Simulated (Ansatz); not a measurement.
Ansatz (an electronic-structure program) input (CCSD(T)/cc-pV(D+d)Z): A basis named .json is the Basis Set Exchange file of that set (core-valence sets with the plain set on hydrogen).

Ansatz 0.2 input:
```yaml
crystal:
  periodic: [false, false, false]
  atoms:
    - {symbol: Cl, position_ang: [-0.00000000, -0.00000000, -0.07122178]}
    - {symbol: H, position_ang: [0.00000000, 0.00000000, 1.21077034]}
basis:
  gaussian:
    orbitals: cc-pV_D+d_Z.json
magnetization: {spin_polarized: false}
correlation: {method: ccsd_t, electrons: outside_noble_gas}
```

Output:

```
Functional definition: HF
integrals: 0.00 GiB planned
284 factors; integrals over basis functions are off by at most 6.2e-4 eV
mean field: 0.05 GiB planned
mean field evaluation 1: about -12519.3049 eV, gradient 1.1e1 eV
mean field evaluation 2: about -12519.3054 eV, gradient 1.1e1 eV
mean field evaluation 4: about -12519.7233 eV, gradient 9.9e-1 eV
mean field evaluation 8: about -12519.7286 eV, gradient 1.2e-3 eV
mean field evaluation 16: about -12519.7286 eV, gradient 4.6e-6 eV
mean field -12519.72860404 eV, -460.0915400217 hartree, gradient 4.6e-6 eV, S^2 0.000000; 0 other end points of the search recorded, 0 dependent functions left out
5 core orbitals not correlated
reference -12519.72860404 eV, -460.0915400217 hartree; 4, 4 occupied and 19, 19 virtual orbitals, 284 factors
second order -4.05895231 eV of doubles, -0.00000000 eV of singles
coupled cluster: 0.05 GiB planned
cycle   1  -4.44142253 eV  change   -3.8e-1 eV  update   3.4e-2
cycle   2  -4.54206575 eV  change   -1.0e-1 eV  update   1.1e-2
cycle   3  -4.54697953 eV  change   -4.9e-3 eV  update   2.0e-3
cycle   4  -4.54708953 eV  change   -1.1e-4 eV  update   3.7e-4
cycle   5  -4.54697490 eV  change    1.1e-4 eV  update   8.2e-5
cycle   6  -4.54697716 eV  change   -2.3e-6 eV  update   1.6e-5
cycle   7  -4.54697909 eV  change   -1.9e-6 eV  update   3.5e-6
perturbative correction -0.07557155 eV, -0.0027772031 hartree
Total energy: -12524.35115467 eV, -460.2614156241 hartree
```
